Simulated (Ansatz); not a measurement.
**SiH2S (SMILES [SiH]S): energies and forces away from the minimum**

The task here is to estimate one member of a computed series from the others.

The runs use Ansatz 0.2.0, Gaussian basis; single points with forces in def2-TZVPP.

Levels: PBE-D4, r2SCAN-D4, PBE0-D4, wB97M-V, Hartree-Fock, MP2, CCSD, CCSD(T). Each coordinate is moved by a Gaussian draw of the width named (0.7 of it for atoms other than hydrogen): 0.04, 0.06, 0.06, 0.09 Å.

Cores are frozen in the correlated methods.

6 further runs of the same task are left out: 6 set aside as unsound or not needed.

### The system as given

SMILES `[SiH]S`, 4 atoms, charge 0, spin multiplicity 1.

Atoms are counted from 1 here; the program's logs count them from 0.

Bond lengths: Si1–S2 2.183 Å, Si1–H3 1.392 Å, S2–H4 1.279 Å. Angles: S2–Si1–H3 109.2°, Si1–S2–H4 100.4°.

Coordinates:

```
Si   -0.1084   -1.0135    0.2379
S     0.1223    1.0923   -0.2882
H     0.9721   -1.4103    1.0213
H    -0.9305    1.2711   -0.9913
```

Set-up of the first run:

The input, pre/in.yaml:

```yaml
crystal:
  periodic: [false, false, false]
  atoms:
    - {symbol: Si, position_ang: [-0.108400, -1.013500, 0.237900]}
    - {symbol: S, position_ang: [0.122300, 1.092300, -0.288200]}
    - {symbol: H, position_ang: [0.972100, -1.410300, 1.021300]}
    - {symbol: H, position_ang: [-0.930500, 1.271100, -0.991300]}
basis:
  gaussian: {orbitals: def2-SVP}
hamiltonian: {xc: pbe, dispersion: d4}
relax: {f_tol: 0.03, max_steps: 250}
```

The command line of these runs was not kept.

Among the steps run: A first relaxation in a small basis; Relaxation at PBE0-D4; The minimum at every level; Structure 1, width 0.04 Å; Structure 2, width 0.06 Å; Structure 3, width 0.06 Å; Structure 4, width 0.09 Å.

One of the session's tables, all rows but one given; the rest of the session is left out.

| method | RMS force component (eV/Å) | angle to CCSD(T) forces (°) | dipole (D) |
| --- | --- | --- | --- |
| PBE-D4 | 0.642 | 13.5 | 0.66 |
| r2SCAN-D4 | 0.533 | 8.8 | 0.65 |
| PBE0-D4 | 0.517 | 10.6 | 0.63 |
| wB97M-V | ? | ? | ? |
| CCSD(T) | 0.454 | reference | 0.66 |

Q: Estimate the row for wB97M-V from the others.

As computed: RMS force component (eV/Å): 0.467; angle to CCSD(T) forces (°): 7.1; dipole (D): 0.73. In the column «RMS force component (eV/Å)» it lies between CCSD(T) (0.454) and PBE0-D4 (0.517).
